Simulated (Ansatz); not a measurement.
C2H5NO can be A, `C=NCO`, or B, `NC1CO1`.

Calculated with Ansatz (gas phase, PBE0-D4/def2-TZVP geometries, no zero-point term in ΔE). CCSD(T)/CBS is the MP2 limit (def2-TZVPP, def2-QZVPP) plus CCSD(T) − MP2 in def2-TZVPP, frozen cores. DFT in def2-TZVPP. B3LYP here is the variant with VWN-RPA as its local correlation; programs differ in this. Each species was taken in one conformer, which may not be the lowest.

Question: Which isomer does CCSD(T)/CBS put lower? Give the gap. (Best estimate.)

Answer: Computed: A, by 5.6 kcal/mol.

Question: Give E(B) − E(A) in kcal/mol with CCSD/def2-TZVPP, PBE0-D4, B3LYP-D4, PBE-D4, MP2/def2-TZVPP, r2SCAN-D4, B2PLYP. (Best estimate.)

Answer: Computed: CCSD/def2-TZVPP 6.1, PBE0-D4 1.6, B3LYP-D4 6.5, PBE-D4 2.2, MP2/def2-TZVPP 3.7, r2SCAN-D4 2.4, B2PLYP 5.9. None reverses the order clearly.

Question: Does the order hold for the free energy at 298.15 K (harmonic terms from PBE0-D4)? (Estimate.)

Answer: The calculation gave: Yes: G(B) − G(A) = +7.2 kcal/mol, for one conformer each.

Largest T1 diagnostic: 0.012.

At CCSD(T), def2-SVP lies +1.4 kcal/mol from the extrapolated value and def2-TZVPP +0.5 kcal/mol. Leaving LDA and LC-ωPBE aside and taking each functional with its dispersion term where it has one, the values, not all of them listed here, spread over 5.9 kcal/mol, from PBE0-D4 to BLYP-D4. LDA lies −3.2 kcal/mol from PBE without D4.
